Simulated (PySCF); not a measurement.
## How far each method lies from full CI for HAlB⁺, triplet

Geometry: that of the HAlB, doublet, kept fixed. The singlet lies 0.3 eV lower here.

| atom | x (Å) | y (Å) | z (Å) |
| --- | --- | --- | --- |
| B | 0.0000 | -0.1388 | 1.5159 |
| Al | 0.0000 | 0.0968 | -0.5473 |
| H | 0.0000 | -1.1027 | -1.6081 |

Basis 6-31G; PySCF 2.14.0. Correlated methods freeze the noble-gas cores, which leaves 6 electrons in 18 orbitals. R marks a restricted (for open shells ROHF) determinant, U an unrestricted one.

Full CI is exact within this basis and frozen core; it isn't the basis-set limit. The frozen core follows each run's orbitals, which can shift R against U totals by a few meV.

```
UHF ⟨S²⟩                          : 2.031
T1 diagnostic (ROHF- or RHF-based CCSD)             : 0.0370
largest doubles amplitude (ROHF- or RHF-based CCSD) : 0.071
T1 diagnostic (UCCSD)             : 0.0317
```

```tsv
level	E − E(RHF) (eV)
UHF	-0.1097
RMP2	-1.3511
UMP2	-1.3350
RCCSD	-2.0365
UCCSD	-2.0433
RCCSD(T)	-2.0868
UCCSD(T)	-2.0885
```

(1) Estimate how far full CI in 6-31G lies from RCCSD(T). The table doesn't fix it; the size of (T) and the diagnostics are the guide.

(1) Full CI in 6-31G lies 1.10 mEh below RCCSD(T), which is 59 % of the (T) step (-1.85 mEh). T1 is raised, and the rest is a large part of (T).

The other levels:

| level | E − E(full CI) (mEh) | share of correlation (%) | wall time |
| --- | --- | --- | --- |
| RCCSDT | 0.10 | 99.87 | 2.7 s |
| UCCSDT | 0.09 | 99.89 | 2.7 s |

The correlation energy at full CI, counted from RHF, is -2.117 eV. The search over symmetries took 32 s on 1 thread of Arm Neoverse V1, shared host; the state has 234,828 determinants.

Times are those of the correlated step on a shared host, with one SCF added for the restricted CCSD run; they ran on 1 thread of Arm Neoverse V1.

The full-CI state has the irrep A' of Cs, in the program's axes.

Natural occupations of full CI about the gap: 1.950 1.914 0.991 0.979 0.063 0.034 0.027 0.020 0.010 0.004; effectively unpaired electrons, Σ n²(2−n)², 2.06.
